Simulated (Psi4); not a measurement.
Cl₂, charge -1, doublet, geometry from GFN2-xTB of the parent state (a state made from the parent by changing its charge; the spin is typed, not shown lowest) (a gas-phase anion, which may not be bound at this level); Psi4 1.11 with BLYP/def2-SV(P).

Here is a job for Psi4.
```
memory 2 GB

molecule mol {
-1 2
Cl   -0.000000   -0.000000   -1.008426
Cl    0.000000    0.000000    1.008426
}

set {
  basis def2-sv(p)
  reference uks
}

energy('blyp')
print_variables()
```

Question: Predict the main parts of the log of this Psi4 run.

Answer: 
```
   => Loading Basis Set <=

    Name: DEF2-SV(P)
    Role: ORBITAL
    Keyword: BASIS

         ---------------------------------------------------------
                                   SCF
               by Justin Turney, Rob Parrish, Andy Simmonett
                          and Daniel G. A. Smith
                              UKS Reference
         ---------------------------------------------------------

  ==> Geometry <==

    Molecular point group: d2h
    Full point group: D_inf_h

    Geometry (in Angstrom), charge = -1, multiplicity = 2:

       Center              X                  Y                   Z               Mass
    ------------   -----------------  -----------------  -----------------  -----------------
         CL           0.000000000000     0.000000000000    -1.008426000000    34.968852682000
         CL           0.000000000000     0.000000000000     1.008426000000    34.968852682000

  Running in d2h symmetry.

  Rotational constants: A = ************  B =      0.23703  C =      0.23703 [cm^-1]
  Rotational constants: A = ************  B =   7105.87807  C =   7105.87807 [MHz]
  Nuclear repulsion =   75.827187063616961

  Charge       = -1
  Multiplicity = 2
  Electrons    = 35
  Nalpha       = 18
  Nbeta        = 17

  ==> Algorithm <==

  SCF Algorithm Type is DF.
  DIIS enabled.
  MOM disabled.
  Fractional occupation disabled.
  Guess Type is SAD.
  Energy threshold   = 1.00e-06
  Density threshold  = 1.00e-06
  Integral threshold = 1.00e-12

  ==> Primary Basis <==

  Basis Set: DEF2-SV(P)
    Blend: DEF2-SV(P)
    Number of shells: 16
    Number of basis functions: 36
    Number of Cartesian functions: 38
    Spherical Harmonics?: true
    Max angular momentum: 2

  ==> DFT Potential <==

   => LibXC <=

    Version 7.1.2
    S. Lehtola, C. Steigemann, M. J. T. Oliveira, and M. A. L. Marques,  SoftwareX 7, 1–5 (2018) (10.1016/j.softx.2017.11.002)

   => Composite Functional: BLYP <=

    BLYP GGA Exchange-Correlation Functional

    P.J. Stephens et. al., J. Phys. Chem., 98, 11623-11627, 1994
    B. Miehlich et. al., Chem. Phys. Lett., 157(3), 200-206 1989

    Deriv               =              1
    GGA                 =           TRUE
    Meta                =          FALSE

    Exchange Hybrid     =          FALSE
    MP2 Hybrid          =          FALSE

   => Exchange Functionals <=

    1.0000     XC_GGA_X_B88

   => Correlation Functionals <=

    1.0000     XC_GGA_C_LYP

   => LibXC Density Thresholds  <==

[...]
   @S   Expected:                5.000000000E-01
   @S   Observed:                5.000000000E-01

    Orbital Energies [Eh]
    ---------------------

    Alpha Occupied:

[...]
    Alpha Virtual:

[...]
    Beta Occupied:

[...]
    Beta Virtual:

[...]
       9B1u    1.683857

    Final Occupation by Irrep:
             Ag   B1g   B2g   B3g    Au   B1u   B2u   B3u
    DOCC [     5,    0,    2,    2,    0,    4,    2,    2 ]
    SOCC [     0,    0,    0,    0,    0,    1,    0,    0 ]
    NA   [     5,    0,    2,    2,    0,    5,    2,    2 ]
    NB   [     5,    0,    2,    2,    0,    4,    2,    2 ]

  @DF-UKS Final Energy:  -920.04625443073689

   => Energetics <=

    Nuclear Repulsion Energy =             75.8271870636169609
    One-Electron Energy =               -1432.6194951742681951
    Two-Electron Energy =                 493.6238516859243077
    DFT Exchange-Correlation Energy =     -56.8777980060099893
    Empirical Dispersion Energy =           0.0000000000000000
    VV10 Nonlocal Energy =                  0.0000000000000000
    Total Energy =                       -920.0462544307368944

  UHF NO Occupations:
  HONO-2 :    4B1u 1.9999050
  HONO-1 :    5 Ag 1.9998556
  HONO-0 :    5B1u 1.0000000
  LUNO+0 :    6 Ag 0.0001444
  LUNO+1 :    6B1u 0.0000950
  LUNO+2 :    7 Ag 0.0000669
  LUNO+3 :    3B2u 0.0000354

Computation Completed

Properties will be evaluated at   0.000000,   0.000000,   0.000000 [a0]

Properties computed using the SCF density matrix

 Multipole Moments:

 ------------------------------------------------------------------------------------
     Multipole            Electronic (a.u.)      Nuclear  (a.u.)        Total (a.u.)
 ------------------------------------------------------------------------------------

 L = 1.  Multiply by 2.5417464519 to convert [e a0] to [Debye]
 Dipole X            :          0.0000000            0.0000000            0.0000000
 Dipole Y            :          0.0000000            0.0000000            0.0000000
 Dipole Z            :          0.0000000            0.0000000            0.0000000
 Magnitude           :                                                    0.0000000

 ------------------------------------------------------------------------------------

  Variable Map:
  ----------------------------------------------------------------------------
[...]
  Array Variable Map:
  ----------------------------------------------------------------------------
[...]
[...]
```
